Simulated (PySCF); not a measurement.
hydrogen fluoride cation (FH), SMILES F (connectivity only; charge and spin as stated), charge +1, multiplicity 2. Atoms are numbered in the order given.

```xyz
2

F      0.0000     0.0000    -0.1026
H      0.0000     0.0000     0.9237
```
Charge +1, spin multiplicity 2.

Geometry optimised at PBE-D3(BJ)/def2-TZVPD. The multiplicity is an assumed one; other spin states were not compared.

Computed with PySCF 2.14.0 with PBE-D3(BJ)/def2-TZVPD.

Harmonic, unscaled wavenumbers; measured fundamentals usually lie a few per cent lower.

```json
[
 {"mode": "1", "ν (cm⁻¹)": "2897", "IR (km/mol)": "499.1", "moving atoms (share of kinetic energy)": "H 95 %"}
]
```
